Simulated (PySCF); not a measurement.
Species: methylcyclopropane, C4H8.
Numbering: `[CH3:1][CH:2]1[CH2:3][CH2:4]1` (hydrogens: H5, H6, H7 on C1; H8 on C2; H9, H10 on C3; H11, H12 on C4)

A GFN2-xTB structure was refined with PySCF 2.14.0, PBE0-D3(BJ)/def2-TZVP geometry optimisation, gas phase. Its GFN2-xTB values:

```
coordinate  GFN2-xTB
     C1–C2   1.508 Å
     C1–H5   1.089 Å
     C2–C3   1.498 Å
     C2–H8   1.084 Å
     C3–C4   1.499 Å
     C3–H9   1.079 Å
    C3–H10   1.080 Å
  C1–C2–H8    113.6°
  C2–C1–H5    110.6°
 C2–C3–H10    118.0°
  C3–C2–H8    116.7°
  C4–C3–H9    118.5°
 C4–C3–H10    117.9°
  H5–C1–H6    108.5°
 H9–C3–H10    113.6°
```

Problem. How do these coordinates change at the PBE0-D3(BJ)/def2-TZVP level?

Solution. 
```csv
coordinate,PBE0-D3(BJ)/def2-TZVP (Å or °),change
C1–C2,1.501,-0.007
C1–H5,1.094,+0.005
C3–H10,1.084,+0.004
C3–H9,1.083,+0.004
C2–H8,1.086,+0.002
C2–C3,1.497,-0.001
C3–C4,1.500,+0.001
C1–C2–H8,114.8,+1.2
C3–C2–H8,115.5,-1.2
H5–C1–H6,107.6,-0.9
C2–C1–H5,111.4,+0.8
H9–C3–H10,114.3,+0.7
C2–C3–H10,117.4,-0.6
C4–C3–H9,118.2,-0.3
C4–C3–H10,117.7,-0.2
```

The energy falls by 0.006 eV over 3 energy and gradient evaluations, the largest force component goes from 0.0065 to 2.9e-04 Eh/bohr, and the atoms move by 0.024 Å rms after alignment. The bond that changes most is C1–C2 (methyl carbon to three-membered-ring carbon), which shortens by 0.007 Å. Bonds longer at the end by more than 0.005 Å: 1 of 12; shorter: 1. Rotational constants go from 15759, 6400, 5627 to 15761, 6413, 5636 MHz.

The run used 172 basis functions and 22 SCF cycles in all. Hardware: one thread, Intel Xeon Platinum 8488C (x86_64) (shared host). Cost: 20 s of wall time, 0.75 GiB resident at most.

Not checked by PBE0-D3(BJ)/def2-TZVP frequencies.
